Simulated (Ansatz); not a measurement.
# The cluster BeF₃−: the relaxed shape and its frontier levels

What does the cluster BeF₃− look like as a singlet, and where do its frontier electrons sit?

The runs use Ansatz 0.2.0, Gaussian basis; RKS PBE0-D4/def2-TZVPD.

Plan: relaxation at r2SCAN-D4/def2-TZVPD; a search for the lowest solution at PBE0-D4/def2-SVP; a single point at PBE0-D4/def2-TZVPD.

## (1) The starting structure

4 atoms, charge -1, spin multiplicity 1.

Atoms are counted from 1 here; the program's logs count them from 0.

Bond lengths: Be1–F2 1.484 Å, Be1–F3 1.484 Å, Be1–F4 1.484 Å. Angles: F2–Be1–F3 120.1°, F2–Be1–F4 120.0°, F3–Be1–F4 120.0°.

The ion is computed in the gas phase, without counter-ions or solvent.

The start is a GFN1-xTB geometry.

## (2) Relaxation at r2SCAN-D4/def2-TZVPD

in.yaml reads:

```yaml
crystal:
  periodic: [false, false, false]
  atoms:
    - {symbol: Be, position_ang: [-0.000090, 0.000080, 0.000090]}
    - {symbol: F, position_ang: [0.159980, 1.465640, 0.173360]}
    - {symbol: F, position_ang: [-1.252630, -0.667750, 0.434630]}
    - {symbol: F, position_ang: [1.092740, -0.797960, -0.608080]}
basis:
  gaussian: {orbitals: def2-TZVPD}
total_charge: -1
hamiltonian: {xc: r2scan, dispersion: d4}
scf: {lower_state_search: "off"}
output: {orbitals: {seedname: orbitals}}
relax: {f_tol: 0.02, max_steps: 100}
```

The run is started by

```sh
$ ansatz run in.yaml --threads 4 --pin off --events-out ev --progress --plain --max-ram 3916MiB
```

The runs that follow: Searching for the lowest solution, PBE0-D4/def2-SVP; Single point, PBE0-D4/def2-TZVPD.

**Question.** What will the summary of the whole plan be? Wanted: point group; commonest bond; HOMO, LUMO at PBE0-D4/def2-TZVPD.

As calculated:

```
                        quantity                           value
                     point group                             D3h
                  commonest bond  Be–F, 3 of mean length 1.477 Å
HOMO, LUMO at PBE0-D4/def2-TZVPD                  -4.07, 4.38 eV
```

What this shows: The molecule keeps its bonding pattern by the stored test; the atoms moved 0.01 Å (rms). No usable vibrations, so a minimum isn't proven. The HOMO lies nearest to F2, F3, F4 about 33 % each and the LUMO to F2, F3, F4 about 30 % each; Be1 10 %. Whether this spin is the lowest isn't tested here.
